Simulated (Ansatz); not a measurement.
Mulliken charges of `CC(=O)S` from ωB97M-V/def2-TZVPP in Ansatz (PBE0-D4/def2-TZVP geometry).

```tsv
atom	x (Å)	y (Å)	z (Å)	charge (e)
C1	0.021	1.049	-0.021	-0.282
C2	0.313	-0.418	-0.152	0.178
O3	1.296	-0.873	-0.660	-0.277
S4	-0.986	-1.445	0.534	-0.121
H5	0.871	1.618	-0.393	0.119
H6	-0.175	1.306	1.022	0.125
H7	-0.873	1.300	-0.597	0.129
H8	-0.374	-2.596	0.212	0.129
```

**Question.** By hand: the dipole of these point charges (1 e Å = 4.8032 D).

**Answer.** Σ q r = (-0.269, 0.235, 0.128) e Å, of length 0.379 e Å = 1.82 D.

**Question.** How does the dipole of the full density compare? (Best estimate.)

**Answer.** Computed: (-0.270, 0.240, 0.132) e Å, 1.85 D; the point charges give 0.98 times that, at 1° from its direction.

Point charges leave out the atoms' own dipoles, such as those of lone pairs, and Mulliken's split depends on the basis, so the close match here is no proof of good charges.
